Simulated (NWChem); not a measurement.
## Correlation energy of hydrogen chloride (HCl)

```xyz
2

Cl     0.0000     0.0000     0.0716
H      0.0000     0.0000    -1.2180
```
Charge 0, spin multiplicity 1.

Everything below was run with NWChem. All single points use one geometry, from B3LYP/def2-SVP, a minimum by its harmonic frequencies.

Basis set: 6-31G*. Each correlation energy counts from its own Hartree-Fock reference.

The correlated methods keep 5 core orbitals frozen. The Pople sets run with spherical d functions. Coupled-cluster values serve here as a point of comparison, not as the truth.

Question: For the correlation energy, CCSD gives -148.1 mHa and CCSD+T(CCSD) gives -150.5 mHa. What do CCSDT, SCS-MP2, MP2 give?

Answer: CCSDT: -150.7 mHa; SCS-MP2: -129.7 mHa; MP2: -130.9 mHa.
